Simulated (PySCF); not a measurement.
Job file and geometry (Å, from GFN2-xTB) of an NMR shielding run on `NBN`, BH₅N₂, GIAO PBE0/pcSseg-1 NMR shielding, non-relativistic, gas phase (PySCF); density fitting, a coarse starting grid and PySCF grid level 2 are the driver's defaults:

```
{"job": {"kind": "nmr", "xc": "PBE0", "basis": "pcSseg-1"}, "charge": 0, "multiplicity": 1}
N     -1.218370    -0.082012    -0.128587
B      0.082030    -0.437428     0.254364
N      1.164334     0.394914    -0.061881
H     -2.026832    -0.638666     0.076176
H     -1.436504     0.761121    -0.629850
H      0.263182    -1.434744     0.842738
H      2.113151     0.186298     0.186567
H      1.068066     1.259929    -0.564092
```

Task: What does the program print?

Result: 
```
coarse grid: 6312 points
cycle   1  E = -137.1968334745  dE =  2.268e-01  |g| = 4.938e-01  |ddm| = 2.245e+00
cycle   2  E = -137.1795131925  dE =  1.732e-02  |g| = 5.896e-01  |ddm| = 7.172e-01
cycle   3  E = -137.2528427528  dE = -7.333e-02  |g| = 4.217e-02  |ddm| = 3.744e-01
cycle   4  E = -137.2532455500  dE = -4.028e-04  |g| = 1.337e-02  |ddm| = 4.015e-02
cycle   5  E = -137.2532897033  dE = -4.415e-05  |g| = 1.078e-03  |ddm| = 1.022e-02
cycle   6  E = -137.2532900397  dE = -3.364e-07  |g| = 2.132e-04  |ddm| = 1.253e-03
final grid: 60056 points
cycle   7  E = -137.2630579475  dE = -1.443e-05  |g| = 7.867e-03  |ddm| = 1.351e-02
cycle   8  E = -137.2630507585  dE =  7.189e-06  |g| = 1.001e-02  |ddm| = 1.030e-02
cycle   9  E = -137.2630708208  dE = -2.006e-05  |g| = 4.013e-04  |ddm| = 5.487e-03
cycle  10  E = -137.2630708645  dE = -4.374e-08  |g| = 9.556e-05  |ddm| = 3.969e-04
cycle  11  E = -137.2630708667  dE = -2.159e-09  |g| = 9.369e-06  |ddm| = 7.345e-05
cycle  12  E = -137.2630708667  dE = -1.981e-11  |g| = 3.185e-06  |ddm| = 9.459e-06
converged SCF energy = -137.2630708667

GIAO shielding tensors (ppm)
atom      isotropic    diamagn.    paramagn.     s11        s22        s33       span
  0 N      200.122     317.209    -117.087    142.961    210.213    247.191    104.231
  1 B       77.958     195.470    -117.512     43.957     72.652    117.266     73.308
  2 N      200.232     317.208    -116.976    143.155    210.259    247.282    104.126
  3 H       29.282      30.821      -1.539     23.926     25.723     38.197     14.272
  4 H       29.646      32.129      -2.483     24.281     27.228     37.428     13.146
  5 H       27.640      30.652      -3.012     26.131     27.747     29.041      2.910
  6 H       29.281      30.810      -1.529     23.922     25.719     38.203     14.281
  7 H       29.641      32.121      -2.480     24.277     27.229     37.418     13.141
```

Size and cost of the density-fitted run: 76 basis functions, 3.2 s wall time on 1 thread of an Arm Neoverse V1, shared host.
